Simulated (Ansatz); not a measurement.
# Antimony, A7 rhombohedral: convergence with cold smearing

Computed with Ansatz, PBE, scalar-relativistic PAW, on the relaxed cell (a = 4.376 Å, c = 11.530 Å (c/a = 2.635); spin not included). Errors count from a run at 420 eV on a Γ-centred 14×14×14 mesh with Fermi-Dirac smearing of 0.1 eV, extrapolated to zero width. Fixed here: cutoff 420 eV, mesh 9×9×9. On a gapped cell the program narrows a wide typed smearing by itself. The SCF starts from atomic densities corrected by a trained network.

```csv
width (eV),E(σ→0) error (meV/atom),F error (meV/atom),P (GPa),SCF iterations
0.01,-4.6,-4.6,0.03,6
0.1,-4.5,-4.4,0.02,6
0.2,-4.5,-4.1,0.00,7
0.3,-4.4,-3.1,-0.03,7
0.6,-3.4,7.2,-0.20,6
1.0,5.9,35.6,-0.57,6
```

**Question.** What does the run at 0.03 give (width)?

**Answer.** E(σ→0) error (meV/atom): -4.6; F error (meV/atom): -4.6; P (GPa): 0.03; SCF iterations: 8.
